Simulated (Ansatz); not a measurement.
## How far each method lies from RCCSDTQ for CS, singlet

Geometry: MP2(full)/6-31G*, from the G2/97 set.

```xyz
2

C     0.0000    0.0000    0.0000
S     0.0000    0.0000    1.5447
```

Basis cc-pV(T+d)Z; Ansatz 0.2.0. Correlated methods freeze the noble-gas cores, which leaves 10 electrons in 63 orbitals. R marks a restricted (for open shells ROHF) determinant. Active spaces: valence = (10e, 8o) chosen from the atoms' valence shells.

Full CI isn't at hand for all of this; RCCSDTQ serves as the reference, and is uncertain by about the last step of the cluster series.

- UHF ⟨S²⟩: 0.000
- T1 diagnostic (RCCSD): 0.0251
- largest doubles amplitude (RCCSD): 0.093

```
                   level  E − E(RCCSDTQ) (kJ/mol)  share of correlation (%)   wall time
                     RHF                    901.7                      0.00           –
                    RMP2                    105.2                     88.33           –
                    CISD                    135.2                     85.01       1.8 s
                   RCCSD                     62.4                     93.08           –
                RCCSD(T)                      5.8                     99.36       2.5 s
                 BCCD(T)                      5.3                     99.42       1.1 s
                  RCCSDT                      4.2                     99.53           –
               RCCSDT(Q)                     -0.4                    100.04  7 s (H100)
  CASSCF (valence space)                    625.9                     30.58           –
  NEVPT2 (valence space)                    127.9                     85.82       2.5 s
  MRCISD (valence space)                     55.9                     93.80           –
MRCISD+Q (valence space)                      6.9                     99.24  6 s (H100)
```

The correlation energy at RCCSDTQ, counted from RHF, is -9.346 eV. That run took 35 s on 5 threads of AMD EPYC 7R13 with a whole H100 80 GB, shared host.

Times hold each run's SCF and search for its determinant on a shared host, so for small cases they say little of a method's own cost; rows without a card ran on 1 thread of AMD EPYC 7R13.

Natural occupations of CASSCF (valence space) about the gap: 1.996 1.977 1.971 1.939 1.939 0.073 0.073 0.032; effectively unpaired electrons, Σ n²(2−n)², 0.08.
